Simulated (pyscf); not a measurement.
One four-centre exchange on the singlet surface with elements of a group swapped. ωB97M-D3(BJ)/def2-TZVP, kJ/mol, from the separated reactants. Single points on ωB97X-D3(BJ)/def2-SVP structures (PySCF, gas phase).

```json
[
 {"step": "H₃C–Sn(Cl)(Cl)–Cl + HF → CH₄ + F–Sn(Cl)(Cl)–Cl", "barrier": "131.4", "reaction energy": "-46.7", "imaginary mode (i cm⁻¹)": "1198"},
 {"step": "H₃C–Si(Cl)(Cl)–Cl + HCl -> CH₄ + Cl–Si(Cl)(Cl)–Cl", "barrier": "?", "reaction energy": "?", "imaginary mode (i cm⁻¹)": "788"},
 {"step": "H₃C–Sn(Cl)(Cl)–Cl + HCl -> CH₄ + Cl–Sn(Cl)(Cl)–Cl", "barrier": "154.5", "reaction energy": "-77.6", "imaginary mode (i cm⁻¹)": "1341"}
]
```

### Question
Some entries are withheld; supply them.

### Answer

- H₃C–Si(Cl)(Cl)–Cl + HCl -> CH₄ + Cl–Si(Cl)(Cl)–Cl, barrier: 217.3
- H₃C–Si(Cl)(Cl)–Cl + HCl -> CH₄ + Cl–Si(Cl)(Cl)–Cl, reaction energy: -78.3

Row 1: On the reactant side the descent ends in a complex (not fully relaxed), 24.7 kJ/mol under the separated species and 154.6 kJ/mol under the saddle at ωB97X-D3(BJ)/def2-TZVP. Row 3: On the reactant side the descent ends in a complex (not fully relaxed), 18.9 kJ/mol under the separated species and 161.4 kJ/mol under the saddle at ωB97X-D3(BJ)/def2-TZVP. Each row is the saddle that its search found. Elements past Kr carry the def2 core potentials, without spin-orbit coupling.
